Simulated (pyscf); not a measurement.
## Four-centre exchange: H₂C=N–CH₃ (SMILES C=NC) + H₂ (SMILES [H][H]) → H₂C=NH (SMILES C=N) + CH₄ (SMILES C)

Gas phase, singlet surface, charge 0. Bonds broken: N2–C3, H9–H10. Bonds formed: N2–H9, C3–H10. Single points on ωB97X-D3(BJ)/def2-SVP structures (PySCF, gas phase).

Transition state (Å):

```xyz
10

C     -1.8290    -0.9017     0.2466
N     -0.6271    -0.4375     0.3508
C     -0.0750     0.6800    -0.8503
H     -2.2513    -1.0246    -0.7564
H     -2.4473    -1.1128     1.1243
H     -0.5950     1.5962    -1.1705
H      1.0084     0.8369    -0.8145
H     -0.2732    -0.0729    -1.6557
H     -0.2895    -0.0978     1.2712
H     -0.1876     1.3828     0.6410
```

One imaginary mode, 1258i cm⁻¹; descent along it reached the two sides named.

| bond | change | reactant side (Å) | saddle | product side |
|---|---|---|---|---|
| N2–C3 | breaks | 1.446 | 1.731 | 3.7 |
| H9–H10 | breaks | 0.764 | 1.612 | 4.9 |
| N2–H9 | forms | 2.520 | 1.038 | 1.026 |
| C3–H10 | forms | 4.3 | 1.652 | 1.100 |

Electronic energies relative to the separated reactants (kcal/mol):

```
level                   barrier  reaction energy  reverse barrier
----------------------  -------  ---------------  ---------------
ωB97X-D3(BJ)/def2-TZVP     97.0            -19.0            116.0
PBE/def2-TZVP              79.5            -18.3             97.8
r²SCAN/def2-TZVP           85.5            -18.6            104.1
B3LYP-D3(BJ)/def2-TZVP     88.7            -18.8            107.5
PBE0-D3(BJ)/def2-TZVP      87.5            -18.8            106.3
M06-2X/def2-TZVP           95.4            -17.7            113.0
ωB97M-D3(BJ)/def2-TZVP     93.5            -19.8            113.3
HF/def2-TZVP              119.6            -22.9            142.5
```

With ωB97M-D3(BJ)/def2-TZVP energies and thermal terms (ideal gas, 1 atm, RRHO with modes under 100 cm⁻¹ raised to 100, one conformer, R ln 2 for chiral ones without a mode under 150 cm⁻¹), in kcal/mol:

```csv
T (K),ΔH‡,ΔG‡,ΔH,ΔG
298,94.4,102.5,-16.0,-17.6
600,93.9,111.1,-17.1,-18.8
900,93.8,119.7,-18.2,-19.4
1200,94.0,128.3,-19.1,-19.7
```

The same reactants have a lower exit, to H₂C=N–CH₃ + H₂ (barrier +48.1 kcal/mol at ωB97M-D3(BJ)/def2-TZVP, against +93.5 kcal/mol here). H₂C=N–CH₃ lies 9.1 kcal/mol over its isomer H₃C–CH=NH (electronic energy, ωB97M-D3(BJ)/def2-TZVP). This is the saddle that the search found; another between the same sides may lie lower. One closed-shell reference is unstable to symmetry breaking; treat the single-reference values with care.
